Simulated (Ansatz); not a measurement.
System: C$_{4}$H$_{5}$ (charge 0, doublet). It need not be the lowest isomer of its formula. 
Structure (B3LYP-D3(BJ)/def2-TZVP (Ansatz, a program for electronic structure) minimum search):
```
C
C 1 1.2816
H 2 1.0768 1 139.61
C 1 1.4761 2 149.30 3 -180.00
H 4 1.0838 1 117.61 2 71.91
H 4 1.0838 5 114.77 1 144.82
C 1 1.4956 2 149.37 3 0.00
H 7 1.0832 1 117.41 2 -71.92
H 7 1.0832 8 115.11 1 -144.65
```
Charge 0, spin multiplicity 2.

Basis-set convergence of Hartree-Fock and MP2 correlation energies (hartree) with Ansatz. Valence correlation only, unless marked. UHF or UKS for open shells. No spin-orbit coupling. Non-relativistic.

The UHF reference is spin-contaminated (<S^2> 0.17 over the pure value in the largest basis). 

| basis | functions | E(HF) | E(corr, MP2) |
|---|---|---|---|
| cc-pVDZ | 81 | -154.25826 | -0.49783 |
| cc-pVTZ | 190 | (withheld) | (withheld) |

Problem. What belongs in the gaps?

Solution. 
- cc-pVTZ, E(HF): -154.29973
- cc-pVTZ, E(corr, MP2): -0.60985
